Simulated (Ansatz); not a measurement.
Reaction (hydrogenolysis of a C–F bond): `CC(N)(F)C=O` + H₂ → `CC(N)C=O` + H–F

Isolated molecules relaxed with PBE0-D4/def2-TZVP in Ansatz; ΔE leaves out vibrations. CCSD(T)/CBS adds triple-zeta CCSD(T) − MP2 to the extrapolated MP2 energy (def2 sets, frozen cores). This one scheme is used for every species. DFT in def2-TZVPP. B3LYP here is the variant with VWN-RPA as its local correlation; programs differ in this. Each species was taken in one conformer, which may not be the lowest.

`CC(N)(F)C=O`:

```xyz
12

C    -1.059   -0.636    0.454
C     0.270    0.043    0.198
N     1.018   -0.642   -0.788
F     0.945    0.129    1.413
C     0.039    1.465   -0.314
O     0.441    2.454    0.219
H    -0.883   -1.667    0.766
H    -1.595   -0.119    1.250
H    -1.668   -0.642   -0.451
H     1.096   -1.630   -0.586
H     1.942   -0.247   -0.903
H    -0.546    1.493   -1.258
```

H₂:

Cartesian coordinates in Å:
```
H 0.086 -0.358 0.059
H -0.086 0.358 -0.059
```

`CC(N)C=O`:

Cartesian coordinates in Å:
```
C 0.693 0.139 -1.073
C 0.147 0.114 0.348
N -1.040 0.943 0.429
C -0.244 -1.314 0.658
O 0.414 -2.074 1.313
H 1.577 -0.495 -1.162
H 0.976 1.159 -1.348
H -0.064 -0.205 -1.782
H 0.948 0.392 1.046
H -1.304 1.121 1.390
H -0.891 1.836 -0.020
H -1.212 -1.618 0.202
```

H–F:

Z-matrix (Å, degrees):
```
F
H 1 0.920
```

Problem. Is it downhill or uphill in electronic energy at CCSD(T)/CBS, and by how much? (An estimate is asked.)

Solution. The calculation gave: Downhill: ΔE = -16.5 kcal/mol.

Problem. What do these levels give: PBE-D4, r2SCAN-D4, PBE0-D4, B3LYP-D4, ωB97M-V, B2PLYP, PBE0, CCSD(T)/def2-TZVPP, HF/def2-QZVPP, SCS-MP2/def2-QZVPP, HF/CBS(def2), MP2/CBS(def2)? (An estimate is asked.)

Solution. Ansatz gave: PBE-D4 -13.0, r2SCAN-D4 -11.6, PBE0-D4 -14.8, B3LYP-D4 -13.4, ωB97M-V -13.2, B2PLYP -14.8, PBE0 -15.1, CCSD(T)/def2-TZVPP -15.5, HF/def2-QZVPP -16.2, SCS-MP2/def2-QZVPP -16.8, HF/CBS(def2) -16.3, MP2/CBS(def2) -17.7 kcal/mol.

Largest T1 diagnostic among the species: 0.013.

From PBE to PBE0 (25 % exact exchange), in def2-TZVPP and without D4, ΔE moves by −1.7 kcal/mol.
